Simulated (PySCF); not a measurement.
# Bond curve of BO

Set-up: basis B aug-pcseg-1, O aug-pcseg-1; no relativity; PySCF 2.14. Energies in eV from B + O in their ground configurations at the same level. State: ²Σ⁺ (doublet), unpaired electrons σ ↑.

| R (Å) | UHF-MP2 | UHF-CCSD(T) |
| --- | --- | --- |
| 1.038 | -6.676 |  |
| 1.086 | -7.753 | -7.030 |
| 1.135 | -8.386 | -7.657 |
| 1.171 | -8.638 | -7.905 |
| 1.207 | -8.739 | -8.004 |
| 1.243 | -8.720 | -7.985 |
| 1.292 | -8.547 | -7.818 |
| 1.352 | -8.156 | -7.445 |
| 1.424 | -7.508 | -6.844 |
| 1.521 | -6.449 |  |

Task: Put a parabola through the three lowest points of the UHF-MP2 curve and estimate Re, k and ωe (reduced mass 6.521 u; 1 eV/Å² = 0.16022 mdyn/Å; ωe = 1302.8·√(k/μ) cm⁻¹).

Result: Through R = 1.171, 1.207, 1.243 Å the second-order coefficient is 46.3 eV/Å², so Re ≈ 1.219 Å, k ≈ 14.8 mdyn/Å and ωe ≈ 1965 cm⁻¹. A polynomial fit of higher order to the unrounded UHF-MP2 energies gives Re = 1.218 Å, k = 13.7 mdyn/Å, ωe = 1887 cm⁻¹; anharmonicity and rounding make the difference.

The higher-order fit for each curve: UHF-MP2: Re = 1.218 Å, ωe = 1887 cm⁻¹, De = 8.74 eV; UHF-CCSD(T): Re = 1.218 Å, ωe = 1867 cm⁻¹, De = 8.01 eV.

Correlated steps freeze 2 core orbitals. Correlated levels converge slowly with the basis: in double zeta they bind strong bonds too weakly, by up to about 1 eV, and carry superposition errors of some tenths. The state was picked by a PBE0 search and need not be the measured ground state.
